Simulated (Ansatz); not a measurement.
**AlPN (quartet): the correlation ladder, def2-TZVPP**

One table from this session's results is given with a row withheld; the runs are named, their logs left out.

Method: def2-TZVPP, core rule «outside noble gas», up to 11 orbitals frozen; program: Ansatz 0.2.0, Gaussian basis.

Plan: UHF; ROHF; CCSD(T) on UHF.

2 further runs of the same task are left out: 2 set aside as unsound or not needed.

### What is computed

The geometry is a PBE0/def2-TZVP stationary point (not a proven minimum) of the parent state, kept for this charge and spin.

3 atoms, charge 0, spin multiplicity 4.

Atoms are counted from 1 here; the program's logs count them from 0.

Bond lengths: Al1–N3 1.822 Å, P2–N3 1.528 Å. Angles: Al1–N3–P2 180.0°.

As a file:

```xyz
3
charge 0, multiplicity 4
Al    0.0000    0.0000    1.7238
P     0.0000    0.0000   -1.6260
N     0.0000    0.0000   -0.0978
```

The first run:

Contents of in.yaml:

```yaml
crystal:
  periodic: [false, false, false]
  atoms:
    - {symbol: Al, position_ang: [0.000000, 0.000000, 1.723793]}
    - {symbol: P, position_ang: [0.000000, 0.000000, -1.626028]}
    - {symbol: N, position_ang: [0.000000, 0.000000, -0.097765]}
basis:
  gaussian: {orbitals: def2-TZVPP}
magnetization: {spin_polarized: true, initial_magnetization: 3}
hamiltonian: {xc: hf}
output: {orbitals: {seedname: orbitals}}
```

Command:

```console
$ ansatz run in.yaml --threads 1 --pin off --events-out ev --progress --plain --max-ram 4096MiB --backend cpu
```

Steps of the session up to this table: UHF; ROHF; CCSD(T) on UHF.

One of the session's tables, all rows but one given; the rest of the session is left out.

| method | from UCCSD(T) (kJ/mol) |
| --- | --- |
| ROHF | ? |
| UMP2 | +140.1 |
| UCCSD | +65.4 |
| UCCSD(T) | 0 |

**Question.** Estimate the row for ROHF.

The run gave: from UCCSD(T) (kJ/mol): +1067.8. In the column «from UCCSD(T) (kJ/mol)» it is the highest.

Left out of the table: UHF (another determinant or state than the rows shown).

Caveats from the session: Warnings: spin contamination; coupled cluster took another determinant than the lowest.
